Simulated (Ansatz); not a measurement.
# NHO+ (doublet): from Hartree-Fock to the top rungs, def2-QZVPP

The task here is to estimate one member of a computed series from the others.

Computed with Ansatz 0.2.0, Gaussian basis. Level: def2-QZVPP, core rule «outside noble gas», up to 2 orbitals frozen.

The runs, in order: UHF; ROHF; CCSD(T) on UHF.

2 further runs of the same task are left out: 2 set aside as unsound or not needed.

## The geometry

The geometry is a PBE0/def2-TZVP stationary point (not a proven minimum) of the parent state, kept for this charge and spin.

3 atoms, charge 1, spin multiplicity 2.

Atoms are counted from 1 here; the program's logs count them from 0.

Bond lengths: N1–O2 1.190 Å, N1–H3 1.063 Å. Angles: O2–N1–H3 108.9°.

Set-up of the first run:

Contents of in.yaml:

```yaml
crystal:
  periodic: [false, false, false]
  atoms:
    - {symbol: N, position_ang: [0.000000, -0.133916, 0.588487]}
    - {symbol: O, position_ang: [0.000000, 0.066844, -0.584306]}
    - {symbol: H, position_ang: [0.000000, 0.799908, 1.097088]}
basis:
  gaussian: {orbitals: "def2-QZVPP.json"}
total_charge: 1
magnetization: {spin_polarized: true, initial_magnetization: 1}
hamiltonian: {xc: hf}
output: {orbitals: {seedname: orbitals}}
```

Started as:

```sh
$ ansatz run in.yaml --threads 1 --pin off --events-out ev --progress --plain --max-ram 2393MiB
```

Among the steps run: UHF; ROHF; CCSD(T) on UHF.

One of the session's tables, all rows but one given; the rest of the session is left out.

| method | from UCCSD(T) (kcal/mol) |
| --- | --- |
| ROHF | +294.33 |
| UHF | +285.68 |
| UMP2 | ? |
| UCCSD | +13.69 |
| UCCSD(T) | 0 |

Estimate the missing values for UMP2.

The run gave: from UCCSD(T) (kcal/mol): +33.83. In the column «from UCCSD(T) (kcal/mol)» it lies between UCCSD (+13.69) and UHF (+285.68).
